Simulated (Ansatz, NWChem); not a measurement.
SOF2 (thionyl fluoride): a line through the functionals

SOF2 has 4 atoms, charge 0, and is taken as a singlet. SMILES: `O=S(F)F`. The shape is that of a PBE0-D4/def2-TZVP optimisation.

The electronic atomisation energy y, in eV, basis aug-cc-pVDZ; a is the functional's share of exact exchange. Programs: Ansatz 0.2.0, NWChem 7.3.0.

```
functional  program     a  y (eV)
    r2SCAN   Ansatz     0   12.18
      TPSS   NWChem     0   12.07
     B3LYP   Ansatz   0.2   11.52
   r2SCAN0   Ansatz  0.25   11.13
      PBE0   Ansatz  0.25       ?
     BHLYP   Ansatz   0.5   10.01
```

Q: Fit y = c + s·a to the known rows and predict PBE0.

A: 
1. Means of the 5 rows: a = 0.1900, y = 11.382.
2. Σ(Δa)² = 0.172, Σ(Δa·Δy) = -0.7214, so the slope is -0.7214/0.172 = -4.1942.
3. Intercept: 11.382 − (-4.1942) × 0.1900 = 12.179. The largest residual of the fit is 0.18.
4. PBE0: 12.179 + (-4.1942) × 0.25 = 11.13 eV.

The run gave 11.73 eV, so the prediction is off by -0.60 eV, more than the scatter of the fit. The rows mix families of semi-local functionals, which the line can't see.
